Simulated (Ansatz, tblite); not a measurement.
Cost and result up the ladder for B2H3 (5 atoms). Total charge 0; doublet. Geometry: B3LYP-D4/def2-TZVP.

```
atom   x (Å)   y (Å)   z (Å)
  B1  -0.257   0.342  -0.441
  B2   0.397  -0.527   0.679
  H3   0.889  -1.183   1.522
  H4   0.114   1.460  -0.644
  H5  -1.142  -0.093  -1.116
```

Ansatz on 4 threads of Arm Neoverse V2 on a shared host; xTB runs through tblite on one thread. Times are rough, summed over both states, and most runs start from the orbitals of an earlier one. CCSD(T)/def2-TZVPP serves as the yardstick here, not as an exact answer. The other state is a singlet.

The xTB rows come from tblite. Correlated methods freeze 2 core orbitals. The structure comes from a short search, and lower isomers may exist.

Correlated methods converge slowly with the basis.

Raw xTB energies of ions are shifted by several eV, and xTB has no spin-polarisation term.

```csv
level,functions,wall time,vertical IE (eV),difference from CCSD(T)/def2-TZVPP (eV)
GFN2-xTB,11,0.002 s,13.07,4.30
GFN1-xTB,14,0.003 s,13.65,4.88
PBE-D4/def2-TZVP (with forces),80,0.7 s,9.10,0.33
PBE0-D4/def2-TZVP,80,0.75 s,9.04,0.27
r2SCAN-D4/def2-TZVP,80,1.4 s,9.15,0.38
CCSD(T)/def2-TZVPP,104,2.8 s,8.77,0.00
```
